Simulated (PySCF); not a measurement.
# CH₃−: magnetic properties

An exercise on one series of results from a longer session: the logs are not shown, and one member is left open.

Computed with PySCF 2.14.0 and routines of our own; the level stands in each step. Atoms count from 0.

## The system as given

4 atoms, charge -1, multiplicity 1; geometry from: GFN2-xTB.

The first run:

The job: settings as JSON, then the geometry in Å.

```
{"job": {"xc": "PBE0", "basis": "def2-SVP", "d3": "d3bj", "grid": 1, "kind": "geom"}, "charge": -1, "multiplicity": 1}
C     -0.009941     0.018620     0.375238
H      1.022306    -0.151561    -0.092918
H     -0.629777    -0.810332    -0.116825
H     -0.372354     0.948045    -0.188349
```

Launch:

```sh
$ OMP_NUM_THREADS=1 python excited_run.py task.json out
```

This one command runs all jobs of the session in turn.

Among the steps run: Geometry optimisation at PBE0-D3(BJ)/def2-SVP; Magnetic properties: GIAO revPBE/aug-pcSseg-2; Magnetic properties: GIAO PW91/aug-pcSseg-2; Magnetic properties: GIAO B3LYP/aug-pcSseg-2; Magnetic properties: GIAO X3LYP/aug-pcSseg-2; Magnetic properties: GIAO PBE0/aug-pcSseg-2; Magnetic properties: GIAO mPW1PW91/aug-pcSseg-2; Magnetic properties: GIAO B97-2/aug-pcSseg-2; Magnetic properties: GIAO BHandHLYP/aug-pcSseg-2; Magnetic properties: GIAO HSE06/aug-pcSseg-2; Magnetic properties: GIAO CAM-B3LYP/aug-pcSseg-2; Magnetic properties: GIAO wB97X/aug-pcSseg-2; Magnetic properties: GIAO wB97X-D/aug-pcSseg-2.

One table of the session follows, with a row left open; its other results are not shown here.

It belongs to the step «Magnetic properties side by side». 

| level | gap (eV) |
| --- | --- |
| GIAO revPBE/aug-pcSseg-2 | 0.76 |
| GIAO PW91/aug-pcSseg-2 | 0.80 |
| GIAO B3LYP/aug-pcSseg-2 | 1.74 |
| GIAO X3LYP/aug-pcSseg-2 | 1.78 |
| GIAO PBE0/aug-pcSseg-2 | 1.99 |
| GIAO mPW1PW91/aug-pcSseg-2 | 1.93 |
| GIAO B97-2/aug-pcSseg-2 | 1.81 |
| GIAO BHandHLYP/aug-pcSseg-2 | 3.07 |
| GIAO HSE06/aug-pcSseg-2 | 1.41 |
| GIAO CAM-B3LYP/aug-pcSseg-2 | ? |
| GIAO wB97X/aug-pcSseg-2 | 5.06 |
| GIAO wB97X-D/aug-pcSseg-2 | 4.48 |

**Question.** Estimate the row for GIAO CAM-B3LYP/aug-pcSseg-2.

**Answer.** gap (eV): 3.48. In the column «gap (eV)» it lies between GIAO BHandHLYP/aug-pcSseg-2 (3.07) and GIAO wB97X-D/aug-pcSseg-2 (4.48).

Limits of these values: For an ion, the motion of the centre of mass in the field is left out. Vibrational averaging and real surroundings are missing from these values. The anion's highest level is positive in at least one run, so there the basis alone may hold the extra electron.
